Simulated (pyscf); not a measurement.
Atom transfer: F–BH–F (SMILES FBF) + H• (SMILES [H]) -> HF (SMILES F) + [HB–F]• (SMILES [BH]F)

Gas phase, doublet surface, charge 0. Bonds broken: F1–B2. Bonds formed: F1–H5. Structures and frequencies: ωB97X-D3(BJ)/def2-SVP in PySCF. Correlated levels are frozen-core, on RHF or UHF. ΔMP2 is the change of the MP2 total energy from the triple- to the quadruple-zeta basis.

Transition state (Å):

```xyz
5

F     -0.5460    -0.5368    -0.3009
B     -1.9497    -0.0737     0.0564
F     -2.7005    -1.1329     0.3522
H     -1.9810     0.9414     0.7080
H      0.1468    -1.1104     0.3464
```

One imaginary mode, 2746i cm⁻¹; descent along it reached the two sides named.

| bond | change | reactant side (Å) | saddle | product side |
|---|---|---|---|---|
| F1–B2 | breaks | 1.319 | 1.521 | 2.301 |
| F1–H5 | forms | 3.4 | 1.108 | 0.928 |

Electronic energies relative to the separated reactants (kcal/mol):

| level | barrier | reaction energy | reverse barrier |
|---|---|---|---|
| ωB97X-D3(BJ)/def2-TZVP | 57.3 | +38.0 | 19.4 |
| PBE/def2-TZVP | 41.5 | +36.5 | 5.0 |
| r²SCAN/def2-TZVP | 44.1 | +36.0 | 8.1 |
| B3LYP-D3(BJ)/def2-TZVP | 46.9 | +35.6 | 11.4 |
| PBE0-D3(BJ)/def2-TZVP | 48.9 | +36.9 | 12.0 |
| M06-2X/def2-TZVP | 53.4 | +37.9 | 15.5 |
| ωB97M-D3(BJ)/def2-TZVP | 54.3 | +38.6 | 15.7 |
| HF/def2-TZVP | 78.1 | +39.8 | 38.4 |
| MP2/def2-QZVPP | 62.1 | +37.9 | 24.2 |
| CCSD/def2-TZVPP | 59.4 | +34.9 | 24.5 |
| CCSD(T)/def2-TZVPP | 57.8 | +35.5 | 22.3 |
| CCSD(T)/def2-TZVPP + ΔMP2(QZVPP) | 57.1 | +34.9 | 22.2 |

With CCSD(T)/def2-TZVPP + ΔMP2(QZVPP) energies and thermal terms (ideal gas, 1 atm, RRHO with modes under 100 cm⁻¹ raised to 100, one conformer, R ln 2 for rigid chiral ones), in kcal/mol:

| T (K) | ΔH‡ | ΔG‡ | ΔH | ΔG |
|---|---|---|---|---|
| 298 | 56.7 | 62.8 | +36.9 | +33.9 |
| 600 | 56.3 | 69.1 | +36.6 | +30.9 |
| 900 | 56.0 | 75.5 | +35.9 | +28.1 |
| 1200 | 55.8 | 82.1 | +35.1 | +25.6 |

One saddle was located; it need not be the lowest between these sides. The angle at the transferred F is 127°: a side-on saddle, likely not the lowest. The CCSD(T) − MP2 part came from Ansatz, without density fitting, on the same reference.
